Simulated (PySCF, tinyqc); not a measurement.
Worked calculation: MP2 on RHF in the sto-3g basis, frozen core, for LiH, spin multiplicity 1. The lowest restricted solution is unstable here: a spin-polarised one lies 0.0001 hartree lower (PySCF). One step of it, computed by the program tinyqc.

Question. Second-order Moller-Plesset energy. E2 = sum_ijab (ia|jb) [2 (ia|jb) - (ib|ja)] / (e_i + e_j - e_a - e_b) over occupied i, j and virtual a, b; the opposite-spin part is (ia|jb)^2 / denominator, the rest is same-spin, and SCS-MP2 scales them by 6/5 and 1/3.

orbital energies (hartree): MO1 -2.363197, MO2 -0.244990, MO3 0.072390, MO4 0.161553, MO5 0.161553, MO6 0.416717

Two-electron integrals over orbitals (pq|rs), unique and non-zero (hartree); the lowest 1 orbital is frozen and left out:
```
(22|22) 0.456419    (32|22) -0.057645   (32|32) 0.019756    (33|22) 0.214019
(33|32) 0.013504    (33|33) 0.330405    (42|42) 0.021432    (43|42) 0.020089
(43|43) 0.041358    (44|22) 0.248633    (44|32) 0.012173    (44|33) 0.280143
(44|44) 0.312946    (52|52) 0.021432    (53|52) 0.020089    (53|53) 0.041358
(54|54) 0.016869    (55|22) 0.248633    (55|32) 0.012173    (55|33) 0.280143
(55|44) 0.279207    (55|55) 0.312946    (62|22) 0.109905    (62|32) -0.042514
(62|33) -0.018569   (62|44) -0.034544   (62|55) -0.034544   (62|62) 0.129749
(63|22) -0.056444   (63|32) 0.015893    (63|33) 0.036487    (63|44) 0.007027
(63|55) 0.007027    (63|62) -0.037965   (63|63) 0.030011    (64|42) -0.018700
(64|43) -0.012293   (64|64) 0.019422    (65|52) -0.018700   (65|53) -0.012293
(65|65) 0.019422    (66|22) 0.428499    (66|32) -0.048453   (66|33) 0.238800
(66|44) 0.260019    (66|55) 0.260019    (66|62) 0.103678    (66|63) -0.046190
(66|66) 0.425419
```

Hartree-Fock energy = -7.82442801 hartree

Give: Terms; Pair energies; MP2 correlation energy; SCS-MP2 correlation energy; MP2 total energy.

Answer.

Terms:
```
i  j  a  b  (ia|jb)  (ib|ja)  denominator       term
2  2  6  6    0.130    0.130       -1.323     -0.013
2  2  6  3   -0.043   -0.043       -0.979  -1.85e-03
2  2  3  6   -0.043   -0.043       -0.979  -1.85e-03
2  2  3  3    0.020    0.020       -0.635  -6.15e-04
2  2  5  5    0.021    0.021       -0.813  -5.65e-04
2  2  4  4    0.021    0.021       -0.813  -5.65e-04
```

Pair energies (hartree; pair i-j sums ij and ji):
```
pair  opposite spin  same spin
2-2          -0.018          0
```

MP2 correlation energy = -0.01816 hartree

SCS-MP2 correlation energy = -0.02179 hartree

MP2 total energy = -7.84259 hartree
